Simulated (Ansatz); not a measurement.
Species: NH2, charge 0, multiplicity 2. 
Coordinates optimised at B3LYP-D3(BJ)/def2-TZVP (Ansatz, an electronic-structure program):
SMILES: [NH2]
```xyz
3

N      0.0046     0.0019     0.1418
H     -0.0276     0.7996    -0.5065
H     -0.0044    -0.8126    -0.4860
```
Charge 0, spin multiplicity 2.

Wanted: vertical electron affinity (to the singlet state of charge -1; a negative value means that the extra electron is unbound and the number depends on the basis; each state is the SCF solution reached for its spin), in eV. Correlated levels leave the core frozen unless marked. Open shells are spin-unrestricted. No spin-orbit coupling. Non-relativistic. Anions need diffuse functions: aug- sets have them; def2-D sets add few. Basis-set limits of correlation are two-point, X^-3; Hartree-Fock from the larger set.

CCSD(T)/CBS(aug-cc-pVTZ,aug-cc-pVQZ) (Ansatz) gives 0.74 eV.

Task: Another calculation gave 0.45 eV. Which level was it?
A) PBE/def2-TZVPD (Ansatz)
B) wB97X-V/def2-TZVPD (Ansatz)
C) BHLYP/def2-TZVPD (Ansatz)
D) SVWN5/def2-TZVPD (Ansatz)

Result: B, wB97X-V/def2-TZVPD (Ansatz). The others give 0.14 (BHLYP), 0.60 (PBE), 0.97 (SVWN5) eV.
